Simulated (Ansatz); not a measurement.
A nudged elastic band was laid between two geometries of C3H7FOS (13 atoms, charge 0, multiplicity 1).

Method: Ansatz, RKS PBE/6-31G*.

```yaml
movable_images: 5
climbing_image: yes
spring: 5.0 eV/Å²
optimiser: quadratic models (default)
start_path: through a guess of the saddle point
force_threshold: 0.03 eV/Å
iteration_limit: 60
end_points: relaxed
```

Image 0:

```xyz
13
Properties=species:S:1:pos:R:3
C -0.690 -1.304 1.440
S 0.934 -0.612 0.968
C 0.425 0.734 -0.218
C 0.031 0.243 -1.598
O 1.490 1.610 -0.339
F -0.685 1.393 0.342
H -1.358 -0.501 1.783
H -1.156 -1.855 0.608
H -0.504 -2.005 2.268
H -0.264 1.109 -2.214
H -0.822 -0.449 -1.526
H 0.877 -0.273 -2.074
H 1.743 1.875 0.574
```

Image 6:

```xyz
13
Properties=species:S:1:pos:R:3
C -0.966 -1.407 1.600
S 0.277 -0.329 1.367
C 0.343 0.841 -0.240
C -0.167 0.159 -1.480
O 1.655 1.256 -0.391
F -0.481 1.907 0.106
H -1.682 -1.084 2.358
H 1.341 -1.043 0.847
H -1.288 -2.084 0.805
H -0.259 0.888 -2.303
H -1.158 -0.278 -1.272
H 0.522 -0.642 -1.789
H 1.883 1.782 0.407
```

Question: Which bonds break or form, and what moves?

Answer: Bonds broken: C1–H8. Bonds formed: S2–H8.

Question: Give the energies along the band, and the barrier.

Answer: It converged. The highest image is number 4 of 0 to 6, 3.96 eV above the first end and 1.27 eV above the last; the last end lies 2.68 eV above the first. Neighbouring images differ by up to 1.9 eV, so the band resolves the path poorly. A vibrational analysis at the climbing image gives one clearly imaginary mode, 1109i cm⁻¹: a first-order saddle point. The orbitals stay closed-shell, which can raise the energy where a bond breaks towards radicals; this wasn't checked here.

| image | path coordinate (Å) | energy (eV) | C1–H8 (Å) | S2–H8 (Å) |
| --- | --- | --- | --- | --- |
| 0 | 0.00 | 0.00 | 1.10 | 2.46 |
| 1 | 0.60 | 0.03 | 1.10 | 2.43 |
| 2 | 1.19 | 0.33 | 1.09 | 2.23 |
| 3 | 1.79 | 2.07 | 1.18 | 1.82 |
| 4 | 2.39 | 3.96 | 1.67 | 1.44 |
| 5 | 3.52 | 2.84 | 2.29 | 1.36 |
| 6 | 4.65 | 2.68 | 2.45 | 1.38 |

Question: What is the geometry of the highest image?

Answer: 
```xyz
13
Properties=species:S:1:pos:R:3
C -0.842 -1.268 1.822
S 0.628 -0.483 1.255
C 0.423 0.811 -0.258
C -0.021 0.196 -1.559
O 1.657 1.413 -0.379
F -0.538 1.718 0.185
H -1.640 -0.665 2.267
H -0.072 -1.356 0.348
H -1.061 -2.279 1.470
H -0.247 0.987 -2.292
H -0.940 -0.394 -1.392
H 0.765 -0.458 -1.967
H 1.908 1.743 0.514
```

Time of the run: 8.8 min on 2 threads of Intel(R) Xeon(R) Platinum 8259CL CPU @ 2.50GHz (Skylake/Cascade Lake) (shared host), peak memory 0.19 GiB.
